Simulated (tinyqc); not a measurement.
UHF in the sto-6g basis, for H2O+, spin multiplicity 2, step by step (part 1 of 2). Computed by tinyqc, a small Python program that keeps every step (integrals from PySCF). Settings: charge = 1, multiplicity = 2, basis = sto-6g, energy threshold = 1e-09, iteration cap = 66, orthogonalisation = canonical, start = Wolfsberg-Helmholz matrix, DIIS depth = 0, method = UHF. Command: `OMP_NUM_THREADS=1 python tinyqc.py 22722 22723 out.jsonl` (the two numbers bound the seeds that draw the settings). One thread of a shared host (Intel(R) Xeon(R) Processor @ 2.60GHz), about 0.2 s of CPU time with the checks. Later iterations appear only in the table of the cycle.

## One-electron integrals

Geometry (angstrom):
```
atom        x         y        z
O     0.00000   0.00000  0.00000
H     0.00000   0.76600  0.57500
H     0.00000  -0.76600  0.57500
```

Basis sto-6g: exponents (1/bohr^2) and contraction coefficients of normalised primitives:
```
element  l (shell)    exponent  coefficient
O            s (1)  1355.58423      0.00916
O            s (1)   248.54489      0.04936
O            s (1)    69.53390      0.16854
O            s (1)    23.88677      0.37056
O            s (1)     9.27593      0.41649
O            s (1)     3.82034      0.13033
O            s (2)    52.18776     -0.01325
O            s (2)    10.32932     -0.04699
O            s (2)     3.21034     -0.03379
O            s (2)     1.23514      0.25024
O            s (2)     0.53642      0.59512
O            s (2)     0.24588      0.24071
O            p (3)    52.18776      0.00376
O            p (3)    10.32932      0.03768
O            p (3)     3.21034      0.17390
O            p (3)     1.23514      0.41804
O            p (3)     0.53642      0.42586
O            p (3)     0.24588      0.10171
H            s (1)    35.52322      0.00916
H            s (1)     6.51314      0.04936
H            s (1)     1.82214      0.16854
H            s (1)     0.62596      0.37056
H            s (1)     0.24308      0.41649
H            s (1)     0.10011      0.13033
```

Overlap, kinetic and nuclear-attraction integrals over the contracted functions; the nuclear repulsion is the sum of Za Zb / Rab.

nuclear repulsion = 9.1852934 hartree

overlap S, order 1O 1s, 1O 2s, 1O 2px, 1O 2py, 1O 2pz, 2H 1s, 3H 1s:
$$\begin{pmatrix}
1.00000 & 0.23114 & 0.00000 & 0.00000 & 0.00000 & 0.05535 & 0.05535 \\
0.23114 & 1.00000 & 0.00000 & 0.00000 & 0.00000 & 0.47640 & 0.47640 \\
0.00000 & 0.00000 & 1.00000 & 0.00000 & 0.00000 & 0.00000 & 0.00000 \\
0.00000 & 0.00000 & 0.00000 & 1.00000 & 0.00000 & 0.31391 & -0.31391 \\
0.00000 & 0.00000 & 0.00000 & 0.00000 & 1.00000 & 0.23563 & 0.23563 \\
0.05535 & 0.47640 & 0.00000 & 0.31391 & 0.23563 & 1.00000 & 0.24526 \\
0.05535 & 0.47640 & 0.00000 & -0.31391 & 0.23563 & 0.24526 & 1.00000
\end{pmatrix}$$

kinetic energy T (hartree), order 1O 1s, 1O 2s, 1O 2px, 1O 2py, 1O 2pz, 2H 1s, 3H 1s:
$$\begin{pmatrix}
29.32720 & -0.89602 & 0.00000 & 0.00000 & 0.00000 & -0.00245 & -0.00245 \\
-0.89602 & 0.84262 & 0.00000 & 0.00000 & 0.00000 & 0.12768 & 0.12768 \\
0.00000 & 0.00000 & 2.53131 & 0.00000 & 0.00000 & 0.00000 & 0.00000 \\
0.00000 & 0.00000 & 0.00000 & 2.53131 & 0.00000 & 0.22507 & -0.22507 \\
0.00000 & 0.00000 & 0.00000 & 0.00000 & 2.53131 & 0.16895 & 0.16895 \\
-0.00245 & 0.12768 & 0.00000 & 0.22507 & 0.16895 & 0.76852 & 0.00627 \\
-0.00245 & 0.12768 & 0.00000 & -0.22507 & 0.16895 & 0.00627 & 0.76852
\end{pmatrix}$$

nuclear attraction V (hartree), order 1O 1s, 1O 2s, 1O 2px, 1O 2py, 1O 2pz, 2H 1s, 3H 1s:
$$\begin{pmatrix}
-62.36330 & -6.40669 & 0.00000 & 0.00000 & -0.01969 & -1.75853 & -1.75853 \\
-6.40669 & -10.09051 & 0.00000 & 0.00000 & -0.21918 & -3.85922 & -3.85922 \\
0.00000 & 0.00000 & -10.00655 & 0.00000 & 0.00000 & 0.00000 & 0.00000 \\
0.00000 & 0.00000 & 0.00000 & -10.16687 & 0.00000 & -2.27217 & 2.27217 \\
-0.01969 & -0.21918 & 0.00000 & 0.00000 & -10.09689 & -1.77615 & -1.77615 \\
-1.75853 & -3.85922 & 0.00000 & -2.27217 & -1.77615 & -5.84264 & -1.57845 \\
-1.75853 & -3.85922 & 0.00000 & 2.27217 & -1.77615 & -1.57845 & -5.84264
\end{pmatrix}$$

core Hamiltonian H = T + V (hartree), order 1O 1s, 1O 2s, 1O 2px, 1O 2py, 1O 2pz, 2H 1s, 3H 1s:
$$\begin{pmatrix}
-33.03610 & -7.30272 & 0.00000 & 0.00000 & -0.01969 & -1.76097 & -1.76097 \\
-7.30272 & -9.24789 & 0.00000 & 0.00000 & -0.21918 & -3.73153 & -3.73153 \\
0.00000 & 0.00000 & -7.47524 & 0.00000 & 0.00000 & 0.00000 & 0.00000 \\
0.00000 & 0.00000 & 0.00000 & -7.63556 & 0.00000 & -2.04710 & 2.04710 \\
-0.01969 & -0.21918 & 0.00000 & 0.00000 & -7.56558 & -1.60720 & -1.60720 \\
-1.76097 & -3.73153 & 0.00000 & -2.04710 & -1.60720 & -5.07412 & -1.57218 \\
-1.76097 & -3.73153 & 0.00000 & 2.04710 & -1.60720 & -1.57218 & -5.07412
\end{pmatrix}$$

## Two-electron integrals

Functions are numbered as in S; the eight-fold symmetry (ij|kl) = (ji|kl) = (kl|ij) leaves the list below.

Two-electron integrals (ij|kl) in chemists' order, unique and non-zero (hartree):
```
(11|11) 4.78749    (21|11) 0.67588    (21|21) 0.12150    (22|11) 1.11738
(22|21) 0.24921    (22|22) 0.81738    (31|31) 0.02576    (32|31) 0.03914
(32|32) 0.18066    (33|11) 1.11738    (33|21) 0.24921    (33|22) 0.81738
(33|33) 0.88066    (41|41) 0.02576    (42|41) 0.03914    (42|42) 0.18066
(43|43) 0.04746    (44|11) 1.11738    (44|21) 0.24921    (44|22) 0.81738
(44|33) 0.78574    (44|44) 0.88066    (51|51) 0.02576    (52|51) 0.03914
(52|52) 0.18066    (53|53) 0.04746    (54|54) 0.04746    (55|11) 1.11738
(55|21) 0.24921    (55|22) 0.81738    (55|33) 0.78574    (55|44) 0.78574
(55|55) 0.88066    (61|11) 0.17283    (61|21) 0.02977    (61|22) 0.05967
(61|33) 0.05954    (61|41) 0.00116    (61|42) 0.00226    (61|44) 0.05979
(61|51) 0.00087    (61|52) 0.00170    (61|54) 0.00019    (61|55) 0.05968
(61|61) 0.00743    (62|11) 0.40320    (62|21) 0.09110    (62|22) 0.32875
(62|33) 0.32341    (62|41) 0.00580    (62|42) 0.04202    (62|44) 0.33364
(62|51) 0.00436    (62|52) 0.03154    (62|54) 0.00768    (62|55) 0.32918
(62|61) 0.02241    (62|62) 0.16157    (63|31) 0.01034    (63|32) 0.05746
(63|43) 0.00876    (63|53) 0.00657    (63|63) 0.02341    (64|11) 0.22634
(64|21) 0.05189    (64|22) 0.19972    (64|33) 0.19061    (64|41) 0.01328
(64|42) 0.08185    (64|44) 0.21440    (64|51) 0.00221    (64|52) 0.01831
(64|54) 0.01128    (64|55) 0.19415    (64|61) 0.01338    (64|62) 0.11938
(64|64) 0.11078    (65|11) 0.16990    (65|21) 0.03895    (65|22) 0.14992
(65|33) 0.14308    (65|41) 0.00221    (65|42) 0.01831    (65|44) 0.14779
(65|51) 0.01199    (65|52) 0.07121    (65|54) 0.01229    (65|55) 0.15888
(65|61) 0.01004    (65|62) 0.08961    (65|64) 0.06558    (65|65) 0.07264
(66|11) 0.53161    (66|21) 0.12234    (66|22) 0.50295    (66|33) 0.48263
(66|41) 0.01054    (66|42) 0.10274    (66|44) 0.52161    (66|51) 0.00791
(66|52) 0.07712    (66|54) 0.02926    (66|55) 0.50460    (66|61) 0.03045
(66|62) 0.30663    (66|64) 0.25903    (66|65) 0.19444    (66|66) 0.77500
(71|11) 0.17283    (71|21) 0.02977    (71|22) 0.05967    (71|33) 0.05954
(71|41) -0.00116   (71|42) -0.00226   (71|44) 0.05979    (71|51) 0.00087
(71|52) 0.00170    (71|54) -0.00019   (71|55) 0.05968    (71|61) 0.00732
(71|62) 0.02165    (71|64) 0.01172    (71|65) 0.00970    (71|66) 0.02897
(71|71) 0.00743    (72|11) 0.40320    (72|21) 0.09110    (72|22) 0.32875
(72|33) 0.32341    (72|41) -0.00580   (72|42) -0.04202   (72|44) 0.33364
(72|51) 0.00436    (72|52) 0.03154    (72|54) -0.00768   (72|55) 0.32918
(72|61) 0.02165    (72|62) 0.13179    (72|64) 0.06685    (72|65) 0.07103
(72|66) 0.20632    (72|71) 0.02241    (72|72) 0.16157    (73|31) 0.01034
(73|32) 0.05746    (73|43) -0.00876   (73|53) 0.00657    (73|63) 0.01852
(73|73) 0.02341    (74|11) -0.22634   (74|21) -0.05189   (74|22) -0.19972
(74|33) -0.19061   (74|41) 0.01328    (74|42) 0.08185    (74|44) -0.21440
(74|51) -0.00221   (74|52) -0.01831   (74|54) 0.01128    (74|55) -0.19415
(74|61) -0.01172   (74|62) -0.06685   (74|64) -0.01579   (74|65) -0.03518
(74|66) -0.09186   (74|71) -0.01338   (74|72) -0.11938   (74|74) 0.11078
(75|11) 0.16990    (75|21) 0.03895    (75|22) 0.14992    (75|33) 0.14308
(75|41) -0.00221   (75|42) -0.01831   (75|44) 0.14779    (75|51) 0.01199
(75|52) 0.07121    (75|54) -0.01229   (75|55) 0.15888    (75|61) 0.00970
(75|62) 0.07103    (75|64) 0.03518    (75|65) 0.05621    (75|66) 0.12203
(75|71) 0.01004    (75|72) 0.08961    (75|74) -0.06558   (75|75) 0.07264
(76|11) 0.15730    (76|21) 0.03587    (76|22) 0.13932    (76|33) 0.13625
(76|44) 0.13902    (76|51) 0.00276    (76|52) 0.02328    (76|55) 0.14267
(76|61) 0.00873    (76|62) 0.06734    (76|64) 0.04282    (76|65) 0.04200
(76|66) 0.13012    (76|71) 0.00873    (76|72) 0.06734    (76|74) -0.04282
(76|75) 0.04200    (76|76) 0.03386    (77|11) 0.53161    (77|21) 0.12234
(77|22) 0.50295    (77|33) 0.48263    (77|41) -0.01054   (77|42) -0.10274
(77|44) 0.52161    (77|51) 0.00791    (77|52) 0.07712    (77|54) -0.02926
(77|55) 0.50460    (77|61) 0.02897    (77|62) 0.20632    (77|64) 0.09186
(77|65) 0.12203    (77|66) 0.33928    (77|71) 0.03045    (77|72) 0.30663
(77|74) -0.25903   (77|75) 0.19444    (77|76) 0.13012    (77|77) 0.77500
```

## Orthogonalisation

S = U s U^T; canonical form X = U s^(-1/2), so that X^T S X = 1. Each column of U has its largest component positive (the first on a tie).

eigenvalues of S: [0.34245, 0.41681, 0.88920, 1.00000, 1.08798, 1.33792, 1.92564]

X, order 1O 1s, 1O 2s, 1O 2px, 1O 2py, 1O 2pz, 2H 1s, 3H 1s:
$$\begin{pmatrix}
-0.29214 & 0.00000 & 0.76245 & 0.00000 & -0.61403 & 0.00000 & 0.15056 \\
1.19067 & 0.00000 & -0.29322 & 0.00000 & -0.29213 & 0.00000 & 0.42340 \\
0.00000 & 0.00000 & 0.00000 & 1.00000 & 0.00000 & 0.00000 & 0.00000 \\
0.00000 & 0.93817 & 0.00000 & 0.00000 & 0.00000 & 0.68791 & 0.00000 \\
0.53813 & 0.00000 & 0.64170 & 0.00000 & 0.65345 & 0.00000 & 0.19082 \\
-0.75084 & -0.87149 & -0.15087 & 0.00000 & 0.12199 & 0.37027 & 0.37481 \\
-0.75084 & 0.87149 & -0.15087 & 0.00000 & 0.12199 & -0.37027 & 0.37481
\end{pmatrix}$$

## Starting guess

The start is the generalised Wolfsberg-Helmholz matrix (K = 1.75) built on H; D(s) = C_occ C_occ^T for each spin.

D(alpha) at the start, order 1O 1s, 1O 2s, 1O 2px, 1O 2py, 1O 2pz, 2H 1s, 3H 1s:
$$\begin{pmatrix}
1.02988 & -0.11748 & 0.00000 & 0.00000 & 0.05491 & -0.07018 & -0.07018 \\
-0.11748 & 0.55065 & 0.00000 & 0.00000 & -0.20837 & 0.17449 & 0.17449 \\
0.00000 & 0.00000 & 1.00000 & 0.00000 & 0.00000 & 0.00000 & 0.00000 \\
0.00000 & 0.00000 & 0.00000 & 0.67611 & 0.00000 & 0.19224 & -0.19224 \\
0.05491 & -0.20837 & 0.00000 & 0.00000 & 0.91557 & 0.05807 & 0.05807 \\
-0.07018 & 0.17449 & 0.00000 & 0.19224 & 0.05807 & 0.12955 & 0.02022 \\
-0.07018 & 0.17449 & 0.00000 & -0.19224 & 0.05807 & 0.02022 & 0.12955
\end{pmatrix}$$

D(beta) at the start, order 1O 1s, 1O 2s, 1O 2px, 1O 2py, 1O 2pz, 2H 1s, 3H 1s:
$$\begin{pmatrix}
1.02988 & -0.11748 & 0.00000 & 0.00000 & 0.05491 & -0.07018 & -0.07018 \\
-0.11748 & 0.55065 & 0.00000 & 0.00000 & -0.20837 & 0.17449 & 0.17449 \\
0.00000 & 0.00000 & 0.00000 & 0.00000 & 0.00000 & 0.00000 & 0.00000 \\
0.00000 & 0.00000 & 0.00000 & 0.67611 & 0.00000 & 0.19224 & -0.19224 \\
0.05491 & -0.20837 & 0.00000 & 0.00000 & 0.91557 & 0.05807 & 0.05807 \\
-0.07018 & 0.17449 & 0.00000 & 0.19224 & 0.05807 & 0.12955 & 0.02022 \\
-0.07018 & 0.17449 & 0.00000 & -0.19224 & 0.05807 & 0.02022 & 0.12955
\end{pmatrix}$$

## Iteration 1: building the Fock matrix

J_ij = sum D_kl (ij|kl) with D = D(alpha) + D(beta), K_ij = sum D_kl (ik|jl) for each spin; F = H + J - K(s); E = tr D H + tr D J / 2 - 0.5 sum_s tr D(s) K(s) + E_nn.

Coulomb J (hartree), order 1O 1s, 1O 2s, 1O 2px, 1O 2py, 1O 2pz, 2H 1s, 3H 1s:
$$\begin{pmatrix}
16.62951 & 2.92672 & 0.00000 & 0.00000 & -0.00809 & 0.72277 & 0.72277 \\
2.92672 & 7.57811 & 0.00000 & 0.00000 & 0.00418 & 3.01299 & 3.01299 \\
0.00000 & 0.00000 & 7.50534 & 0.00000 & 0.00000 & 0.00000 & 0.00000 \\
0.00000 & 0.00000 & 0.00000 & 7.61210 & 0.00000 & 1.82109 & -1.82109 \\
-0.00809 & 0.00418 & 0.00000 & 0.00000 & 7.61688 & 1.37331 & 1.37331 \\
0.72277 & 3.01299 & 0.00000 & 1.82109 & 1.37331 & 4.62471 & 1.27193 \\
0.72277 & 3.01299 & 0.00000 & -1.82109 & 1.37331 & 1.27193 & 4.62471
\end{pmatrix}$$

exchange K(alpha) (hartree), order 1O 1s, 1O 2s, 1O 2px, 1O 2py, 1O 2pz, 2H 1s, 3H 1s:
$$\begin{pmatrix}
4.88100 & 0.79156 & 0.00000 & 0.00000 & 0.00514 & 0.20380 & 0.20380 \\
0.79156 & 1.27561 & 0.00000 & 0.00000 & -0.05230 & 0.58443 & 0.58443 \\
0.00000 & 0.00000 & 1.12530 & 0.00000 & 0.00000 & 0.00000 & 0.00000 \\
0.00000 & 0.00000 & 0.00000 & 1.05211 & 0.00000 & 0.33767 & -0.33767 \\
0.00514 & -0.05230 & 0.00000 & 0.00000 & 1.11646 & 0.23163 & 0.23163 \\
0.20380 & 0.58443 & 0.00000 & 0.33767 & 0.23163 & 0.56558 & 0.23746 \\
0.20380 & 0.58443 & 0.00000 & -0.33767 & 0.23163 & 0.23746 & 0.56558
\end{pmatrix}$$

exchange K(beta) (hartree), order 1O 1s, 1O 2s, 1O 2px, 1O 2py, 1O 2pz, 2H 1s, 3H 1s:
$$\begin{pmatrix}
4.85524 & 0.75241 & 0.00000 & 0.00000 & 0.00514 & 0.19346 & 0.19346 \\
0.75241 & 1.09494 & 0.00000 & 0.00000 & -0.05230 & 0.52697 & 0.52697 \\
0.00000 & 0.00000 & 0.24464 & 0.00000 & 0.00000 & 0.00000 & 0.00000 \\
0.00000 & 0.00000 & 0.00000 & 1.00465 & 0.00000 & 0.32892 & -0.32892 \\
0.00514 & -0.05230 & 0.00000 & 0.00000 & 1.06900 & 0.22506 & 0.22506 \\
0.19346 & 0.52697 & 0.00000 & 0.32892 & 0.22506 & 0.54217 & 0.21894 \\
0.19346 & 0.52697 & 0.00000 & -0.32892 & 0.22506 & 0.21894 & 0.54217
\end{pmatrix}$$

F(alpha) (hartree), order 1O 1s, 1O 2s, 1O 2px, 1O 2py, 1O 2pz, 2H 1s, 3H 1s:
$$\begin{pmatrix}
-21.28760 & -5.16756 & 0.00000 & 0.00000 & -0.03293 & -1.24200 & -1.24200 \\
-5.16756 & -2.94539 & 0.00000 & 0.00000 & -0.16270 & -1.30298 & -1.30298 \\
0.00000 & 0.00000 & -1.09520 & 0.00000 & 0.00000 & 0.00000 & 0.00000 \\
0.00000 & 0.00000 & 0.00000 & -1.07557 & 0.00000 & -0.56368 & 0.56368 \\
-0.03293 & -0.16270 & 0.00000 & 0.00000 & -1.06516 & -0.46552 & -0.46552 \\
-1.24200 & -1.30298 & 0.00000 & -0.56368 & -0.46552 & -1.01499 & -0.53772 \\
-1.24200 & -1.30298 & 0.00000 & 0.56368 & -0.46552 & -0.53772 & -1.01499
\end{pmatrix}$$

F(beta) (hartree), order 1O 1s, 1O 2s, 1O 2px, 1O 2py, 1O 2pz, 2H 1s, 3H 1s:
$$\begin{pmatrix}
-21.26183 & -5.12841 & 0.00000 & 0.00000 & -0.03293 & -1.23167 & -1.23167 \\
-5.12841 & -2.76473 & 0.00000 & 0.00000 & -0.16270 & -1.24552 & -1.24552 \\
0.00000 & 0.00000 & -0.21454 & 0.00000 & 0.00000 & 0.00000 & 0.00000 \\
0.00000 & 0.00000 & 0.00000 & -1.02811 & 0.00000 & -0.55492 & 0.55492 \\
-0.03293 & -0.16270 & 0.00000 & 0.00000 & -1.01770 & -0.45895 & -0.45895 \\
-1.23167 & -1.24552 & 0.00000 & -0.55492 & -0.45895 & -0.99158 & -0.51919 \\
-1.23167 & -1.24552 & 0.00000 & 0.55492 & -0.45895 & -0.51919 & -0.99158
\end{pmatrix}$$

total energy of this density = -75.1702047 hartree

## Iteration 1: diagonalisation and new density

Diagonalise F' = X^T F X, C = X C', fill 5 alpha and 4 beta electrons from the bottom; D(s) = C_occ C_occ^T. Each column has its largest component positive (the first on a tie).

F' = X^T F X (alpha) (hartree):
$$\begin{pmatrix}
-0.33267 & 0.00000 & 1.54155 & 0.00000 & -1.24212 & 0.00000 & 0.01781 \\
0.00000 & 0.17182 & 0.00000 & 0.00000 & 0.00000 & -0.10189 & 0.00000 \\
1.54155 & 0.00000 & -10.27689 & 0.00000 & 9.13936 & 0.00000 & -3.91366 \\
0.00000 & 0.00000 & 0.00000 & -1.09520 & 0.00000 & 0.00000 & 0.00000 \\
-1.24212 & 0.00000 & 9.13936 & 0.00000 & -10.13451 & 0.00000 & 4.02001 \\
0.00000 & -0.10189 & 0.00000 & 0.00000 & 0.00000 & -1.21417 & 0.00000 \\
0.01781 & 0.00000 & -3.91366 & 0.00000 & 4.02001 & 0.00000 & -3.41321
\end{pmatrix}$$

orbital energies (alpha) (hartree): MO1 -21.29152, MO2 -1.86472, MO3 -1.22162, MO4 -1.09520, MO5 -1.05994, MO6 0.05890, MO7 0.17927

coefficients C (alpha), order 1O 1s, 1O 2s, 1O 2px, 1O 2py, 1O 2pz, 2H 1s, 3H 1s:
$$\begin{pmatrix}
0.99631 & -0.22434 & 0.00000 & 0.00000 & 0.07980 & -0.13054 & 0.00000 \\
0.01764 & 0.85422 & 0.00000 & 0.00000 & -0.39791 & 0.93806 & 0.00000 \\
0.00000 & 0.00000 & 0.00000 & 1.00000 & 0.00000 & 0.00000 & 0.00000 \\
0.00000 & 0.00000 & 0.75450 & 0.00000 & 0.00000 & 0.00000 & -0.88551 \\
0.00374 & 0.17335 & 0.00000 & 0.00000 & 0.89033 & 0.58482 & 0.00000 \\
-0.00440 & 0.13418 & 0.30573 & 0.00000 & 0.13317 & -0.84031 & 0.89617 \\
-0.00440 & 0.13418 & -0.30573 & 0.00000 & 0.13317 & -0.84031 & -0.89617
\end{pmatrix}$$

F' = X^T F X (beta) (hartree):
$$\begin{pmatrix}
-0.24757 & 0.00000 & 1.52385 & 0.00000 & -1.27150 & 0.00000 & 0.10212 \\
0.00000 & 0.19239 & 0.00000 & 0.00000 & 0.00000 & -0.07883 & 0.00000 \\
1.52385 & 0.00000 & -10.23956 & 0.00000 & 9.16399 & 0.00000 & -3.93290 \\
0.00000 & 0.00000 & 0.00000 & -0.21454 & 0.00000 & 0.00000 & 0.00000 \\
-1.27150 & 0.00000 & 9.16399 & 0.00000 & -10.08301 & 0.00000 & 3.98563 \\
0.00000 & -0.07883 & 0.00000 & 0.00000 & 0.00000 & -1.18144 & 0.00000 \\
0.10212 & 0.00000 & -3.93290 & 0.00000 & 3.98563 & 0.00000 & -3.32105
\end{pmatrix}$$

orbital energies (beta) (hartree): MO1 -21.26478, MO2 -1.72212, MO3 -1.18595, MO4 -1.00116, MO5 -0.21454, MO6 0.09686, MO7 0.19690

coefficients C (beta), order 1O 1s, 1O 2s, 1O 2px, 1O 2py, 1O 2pz, 2H 1s, 3H 1s:
$$\begin{pmatrix}
0.99683 & -0.21355 & 0.00000 & 0.08991 & 0.00000 & -0.13789 & 0.00000 \\
0.01525 & 0.79909 & 0.00000 & -0.43527 & 0.00000 & 0.96956 & 0.00000 \\
0.00000 & 0.00000 & 0.00000 & 0.00000 & 1.00000 & 0.00000 & 0.00000 \\
0.00000 & 0.00000 & 0.74036 & 0.00000 & 0.00000 & 0.00000 & 0.89736 \\
0.00349 & 0.20023 & 0.00000 & 0.88442 & 0.00000 & 0.58520 & 0.00000 \\
-0.00388 & 0.16991 & 0.31991 & 0.11934 & 0.00000 & -0.83592 & -0.89121 \\
-0.00388 & 0.16991 & -0.31991 & 0.11934 & 0.00000 & -0.83592 & 0.89121
\end{pmatrix}$$

D(alpha) after iteration 1, order 1O 1s, 1O 2s, 1O 2px, 1O 2py, 1O 2pz, 2H 1s, 3H 1s:
$$\begin{pmatrix}
1.04933 & -0.20582 & 0.00000 & 0.00000 & 0.03589 & -0.02386 & -0.02386 \\
-0.20582 & 0.88833 & 0.00000 & 0.00000 & -0.20612 & 0.06155 & 0.06155 \\
0.00000 & 0.00000 & 1.00000 & 0.00000 & 0.00000 & 0.00000 & 0.00000 \\
0.00000 & 0.00000 & 0.00000 & 0.56926 & 0.00000 & 0.23067 & -0.23067 \\
0.03589 & -0.20612 & 0.00000 & 0.00000 & 0.82275 & 0.14181 & 0.14181 \\
-0.02386 & 0.06155 & 0.00000 & 0.23067 & 0.14181 & 0.12923 & -0.05772 \\
-0.02386 & 0.06155 & 0.00000 & -0.23067 & 0.14181 & -0.05772 & 0.12923
\end{pmatrix}$$

D(beta) after iteration 1, order 1O 1s, 1O 2s, 1O 2px, 1O 2py, 1O 2pz, 2H 1s, 3H 1s:
$$\begin{pmatrix}
1.04736 & -0.19458 & 0.00000 & 0.00000 & 0.04024 & -0.02942 & -0.02942 \\
-0.19458 & 0.82824 & 0.00000 & 0.00000 & -0.22491 & 0.08376 & 0.08376 \\
0.00000 & 0.00000 & 0.00000 & 0.00000 & 0.00000 & 0.00000 & 0.00000 \\
0.00000 & 0.00000 & 0.00000 & 0.54813 & 0.00000 & 0.23685 & -0.23685 \\
0.04024 & -0.22491 & 0.00000 & 0.00000 & 0.82231 & 0.13955 & 0.13955 \\
-0.02942 & 0.08376 & 0.00000 & 0.23685 & 0.13955 & 0.14547 & -0.05922 \\
-0.02942 & 0.08376 & 0.00000 & -0.23685 & 0.13955 & -0.05922 & 0.14547
\end{pmatrix}$$
